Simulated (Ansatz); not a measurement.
Input for Ansatz (development build ahead of 0.2.0):

```yaml
crystal:
  periodic: [false, false, false]
  atoms:
    - { symbol: H, position_ang: [-0.00919, 0.00392, -0.02435] }
    - { symbol: O, position_ang: [1.20132, 0.04428, 0.0345] }
    - { symbol: O, position_ang: [-1.18625, -0.03808, 0.04] }
    - { symbol: H, position_ang: [1.61447, 0.8017, 0.47538] }
    - { symbol: H, position_ang: [-1.59831, -0.79535, 0.47049] }
    - { symbol: H, position_ang: [1.73323, -0.23854, -0.73017] }
    - { symbol: H, position_ang: [-1.74113, 0.243, -0.71857] }
basis:
  gaussian: { orbitals: STO-3G }
total_charge: 1
hamiltonian:
  xc: hf
correlation:
  method: mp2
  frozen_orbitals: { H: 0, O: 1 }
```

The input is written out in the form of the current development build from the run's settings.

Results

```yaml
Converged: yes
Reference_energy: -150.38819 hartree
Correlation_energy: -0.09063 hartree
Total_energy: -150.47882 hartree
Spin_squared_of_the_determinant: 0.000
```
